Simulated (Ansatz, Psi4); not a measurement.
Reaction (SMILES): [CH]=C1CC1 -> [CH]1CC1=C

Quantity: isomerisation energy (electronic), in kcal/mol. Set-up: dispersion terms only where a functional's name holds one; LANL2DZ all-electron up to Ne; 6-311+G** with 5d; open shells spin-unrestricted; no spin-orbit coupling; non-relativistic. Ab initio and DFT rows: single points at B3LYP-D3(BJ) geometries (Ansatz, a first-principles code). A UHF reference is markedly spin-contaminated in at least one set, which strains HF and MP2.

```json
[
 {"level": "HF/3-21G", "program": "Ansatz", "isomerisation energy (electronic) (kcal/mol)": "-6.6"},
 {"level": "HF/6-311+G**", "program": "Ansatz", "isomerisation energy (electronic) (kcal/mol)": "-10.7"},
 {"level": "PBE/LANL2DZ", "program": "Ansatz", "isomerisation energy (electronic) (kcal/mol)": "-9.5"},
 {"level": "B3LYP/STO-3G", "program": "Ansatz", "isomerisation energy (electronic) (kcal/mol)": "-9.9"},
 {"level": "PBE0/6-311+G**", "program": "Ansatz", "isomerisation energy (electronic) (kcal/mol)": "-11.1"},
 {"level": "wB97X-D/6-311+G**", "program": "Psi4", "isomerisation energy (electronic) (kcal/mol)": "-10.4"},
 {"level": "PBE/def2-TZVPD", "program": "Ansatz", "isomerisation energy (electronic) (kcal/mol)": "-11.3"},
 {"level": "B3LYP-D3(BJ)/def2-TZVPD", "program": "Ansatz + dftd3", "isomerisation energy (electronic) (kcal/mol)": "-11.3"},
 {"level": "wB97M-V/def2-TZVPD", "program": "Ansatz", "isomerisation energy (electronic) (kcal/mol)": "-10.4"}
]
```

No value to compare with is used here. The 6 habitual levels span -11.1 (PBE0/6-311+G**) to -6.6 kcal/mol (HF/3-21G); PBE/def2-TZVPD gives -11.3.

The levels are drawn from those run, B3LYP/6-31G* more often than the rest, none by its result; runs whose electronic state is in doubt are left out.
